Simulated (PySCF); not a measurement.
Geometries of 2 isomers of C4H5Cl, from PySCF, PBE0-D3(BJ)/def2-SVP geometry optimisation, gas phase. One conformer each, no zero-point energy, no frequencies.

Question: Which is lower in electronic energy at this level?
A.
```xyz
10
angstrom
C     -1.400    0.749   -0.287
C     -0.214    0.550    0.305
C      0.771   -0.403   -0.169
C      1.972   -0.646    0.378
Cl     2.574    0.155    1.782
H     -2.114    1.477    0.103
H     -1.693    0.190   -1.181
H      0.053    1.124    1.199
H      0.522   -0.988   -1.061
H      2.668   -1.380   -0.032
```
B.
```xyz
10
angstrom
C      2.085    0.431   -0.248
C      0.886    0.529   -0.119
C     -0.555    0.613    0.058
C     -1.252   -0.730   -0.082
Cl    -1.250    1.788   -1.131
H      3.150    0.351   -0.365
H     -0.769    1.054    1.044
H     -1.070   -1.151   -1.080
H     -0.864   -1.429    0.674
H     -2.334   -0.609    0.063
```

Answer: A. That is `C=C/C=C\Cl`, 20.4 kcal/mol below the other.

```csv
SMILES,atoms numbered as above,E (Eh),relative (kcal/mol),relative (kJ/mol),dipole (D)
C=C/C=C\Cl,[CH2:1]=[CH:2]/[CH:3]=[CH:4]\[Cl:5],-614.99783,0.0,0.0,1.26
C#C[C@H](C)Cl,[CH:1]#[C:2][C@H:3]([CH3:4])[Cl:5],-614.96538,20.4,85.2,1.84
```

As drawn, the lower has a C=C bond outside aromatic rings, which the higher lacks; the higher has a C≡C bond, which the lower lacks.
